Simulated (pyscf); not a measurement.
Structures and frequencies: ωB97X-D3(BJ)/def2-SVP in PySCF.

Question: Estimate by transition-state theory the rate constant of •H₂C–InH₂ (SMILES [CH2][InH2]) + CH₄ (SMILES C) -> H₃C–InH₂ (SMILES [CH3][InH2]) + CH₃• (SMILES [CH3]) (doublet surface; C–H broken, C–H formed) at 600 K, with ωB97M-D3(BJ)/def2-TZVP energies (ideal gas, 1 atm, RRHO with modes under 100 cm⁻¹ raised to 100, one conformer, R ln 2 for chiral ones without a mode under 150 cm⁻¹; no tunnelling).

Answer: The electronic barrier is 19.5 kcal/mol and the thermal terms add +13.7, so ΔG‡ = 33.2 kcal/mol. With k_BT/h = 1.25e+13 s⁻¹ and RT = 1.192 kcal/mol, and a volume of 8.18e-20 cm³ per molecule at 1 atm, k = 8.3e-19 cm³ molecule⁻¹ s⁻¹. Wigner's tunnelling factor for 1755i cm⁻¹ would be 1.74, likely too low at so high a frequency. A shift of 1 kcal/mol in the barrier changes k by a factor 2.3. On the product side the descent ends in a complex (not fully relaxed), 7.6 kcal/mol under the separated species and 19.9 kcal/mol under the saddle at ωB97X-D3(BJ)/def2-TZVP. •H₂C–InH₂ lies 31.4 kcal/mol over its isomer [H₃C–InH]• (electronic energy, ωB97M-D3(BJ)/def2-TZVP). This is the saddle that the search found; another between the same sides may lie lower. The angle at the transferred H is 175°. Elements past Kr carry the def2 core potentials, without spin-orbit coupling.
